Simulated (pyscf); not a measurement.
Four-centre exchange: `[InH3]` + `[FH]` → `[F][InH2]` + `[H][H]`

Gas phase, singlet surface, charge 0. Bonds broken: In1–H2, F5–H6. Bonds formed: In1–F5, H2–H6. Structures and frequencies: ωB97X-D3(BJ)/def2-SVP in PySCF.

Transition state (Å):

```xyz
6

In    -0.0874     0.8163     0.3651
H      0.9392    -0.8947     0.6296
H      1.0021     2.1183     0.5096
H     -1.7327     0.5039     0.6794
F      0.4836    -0.3364    -1.4020
H      0.8509    -0.8500    -0.3687
```

One imaginary mode, 1032i cm⁻¹; descent along it reached the two sides named, in the forms told below.

```csv
bond,change,reactant side (Å),saddle,product side
In1–H2,breaks,1.750,2.013,2.7
F5–H6,breaks,0.932,1.211,2.385
In1–F5,forms,2.488,2.186,1.977
H2–H6,forms,2.332,1.003,0.764
```

Electronic energies relative to the separated reactants (kJ/mol):

```tsv
level	barrier	reaction energy	reverse barrier
ωB97X-D3(BJ)/def2-TZVP	8.1	-66.8	74.9
PBE/def2-TZVP	-9.2	-69.8	60.6
r²SCAN/def2-TZVP	-10.1	-74.3	64.2
B3LYP-D3(BJ)/def2-TZVP	5.9	-70.0	75.9
PBE0-D3(BJ)/def2-TZVP	5.8	-58.1	63.9
M06-2X/def2-TZVP	2.7	-77.3	79.9
ωB97M-D3(BJ)/def2-TZVP	14.8	-61.1	75.9
HF/def2-TZVP	68.1	-52.7	120.8
```

With ωB97M-D3(BJ)/def2-TZVP energies and thermal terms (ideal gas, 1 atm, RRHO with modes under 100 cm⁻¹ raised to 100, one conformer, R ln 2 for chiral ones without a mode under 150 cm⁻¹), in kJ/mol:

| T (K) | ΔH‡ | ΔG‡ | ΔH | ΔG |
|---|---|---|---|---|
| 298 | 11.5 | 47.9 | -67.2 | -65.0 |
| 600 | 9.5 | 85.9 | -65.1 | -63.6 |
| 900 | 10.0 | 124.0 | -63.7 | -63.1 |
| 1200 | 11.5 | 161.8 | -62.9 | -63.1 |

On the reactant side the descent ends in an adduct with a F–In contact, 30.3 kJ/mol under the separated species and 38.4 kJ/mol under the saddle at ωB97X-D3(BJ)/def2-TZVP. At PBE, r²SCAN the saddle lies under the separated reactants, which points to a path from their complex (located at ωB97X-D3(BJ) alone). What is counted as formed (F–In) is already present as a longer contact in the reactant adduct; forming that adduct is a step of its own. At the saddle there is also a short H–In contact that neither side keeps. This is the saddle that the search found; another between the same sides may lie lower. Elements past Kr carry the def2 core potentials, without spin-orbit coupling.
